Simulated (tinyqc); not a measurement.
The basis set: RHF and MP2 along a ladder of basis sets, for H2O, spin multiplicity 1. Computed by the program tinyqc with PySCF. Same geometry throughout; the dipole is taken about the origin.

Geometry (angstrom):
```
atom       x        y       z
O     0.0000   0.0000  0.0000
H     0.0000   0.7280  0.6020
H     0.0000  -0.7280  0.6020
```

RHF and frozen-core MP2 in a ladder of bases:
```
basis        functions  E(RHF) (hartree)  E(MP2 corr) (hartree)  HOMO (eV)  LUMO (eV)  dipole (debye)
sto-3g               7        -74.961116              -0.034931   -10.7431    16.9882          1.7667
3-21g               13        -75.583059              -0.120003   -13.1249     7.2570          2.4879
6-31g               13        -75.981861              -0.126857   -13.7102     5.5898          2.6865
6-31g**             24        -76.022375              -0.193935   -13.5771     5.9192          2.2330
cc-pvdz             24        -76.026630              -0.201127   -13.4799     5.0816          2.0987
aug-cc-pvdz         41        -76.041142              -0.218499   -13.9194     0.9611          2.0470
cc-pvtz             58        -76.057045              -0.260923   -13.7882     3.8838          2.0721
```

What does the comparison show, and why?

From cc-pVDZ to cc-pVTZ the RHF energy falls by 30.4 mhartree and the correlation energy by 59.8. If valence correlation converges as X^-3, (27 E(T) - 8 E(D))/19 gives -0.2861 hartree, a rough estimate from such small X that usually falls short; STO-3G holds about 12 % of it. Beyond STO-3G the LUMO moves by 6.3 eV and the HOMO by 0.8 eV; diffuse functions lower the positive LUMO sharply, since an unbound virtual level tracks the most diffuse function.
